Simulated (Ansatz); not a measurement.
Ansatz (an electronic-structure program) input file for CH3O, SMILES C[O] (connectivity only; charge and spin as stated), charge -1, multiplicity 1, CAM-B3LYP/def2-TZVPD. Coordinates come from a B3LYP-D3(BJ)/def2-TZVPD optimisation. The spin state was assumed, not searched. The isomer is the one that the SMILES or the coordinates give; other isomers of the formula were not compared.

Ansatz 0.2 input:
```yaml
crystal:
  periodic: [false, false, false]
  atoms:
    - {symbol: C, position_ang: [-0.00000000, 0.00000000, 0.54301753]}
    - {symbol: O, position_ang: [0.00000000, -0.00000000, -0.79430509]}
    - {symbol: H, position_ang: [0.88762519, -0.51247064, 1.03211187]}
    - {symbol: H, position_ang: [-0.00000001, 1.02494129, 1.03211186]}
    - {symbol: H, position_ang: [-0.88762519, -0.51247064, 1.03211186]}
basis:
  gaussian:
    orbitals: def2-TZVPD
hamiltonian:
  xc: {name: CAM-B3LYP}
total_charge: -1
```

Program output:

```
WARN ansatz: RAYON_NUM_THREADS=1 ignored (pool sized by the plan → 1); use --threads N
Functional definition: CAM-B3LYP
integrals: 0.02 GiB planned
511 factors; their error is unknown
integrals: 0.05 GiB planned
234 factors; integrals over basis functions are off by at most 2.2e-5 eV
mean field: 0.28 GiB planned
mean field evaluation 1: about -3131.8781 eV, gradient 1.2e1 eV
mean field evaluation 2: about -3132.0044 eV, gradient 1.1e1 eV
mean field evaluation 4: about -3132.1979 eV, gradient 4.9e-1 eV
mean field evaluation 8: about -3132.1934 eV, gradient 3.3e-1 eV
mean field evaluation 16: about -3132.1935 eV, gradient 9.8e-6 eV
mean field -3132.19351409 eV, -115.1059885658 hartree, gradient 9.8e-6 eV, S^2 0.000000; 0 other end points of the search recorded, 0 dependent functions left out
reference -3132.19362160 eV, -115.1059925166 hartree; 9, 9 occupied and 95, 95 virtual orbitals, 511 factors
Total energy: -3132.19362160 eV, -115.1059925166 hartree
```

The run converged.
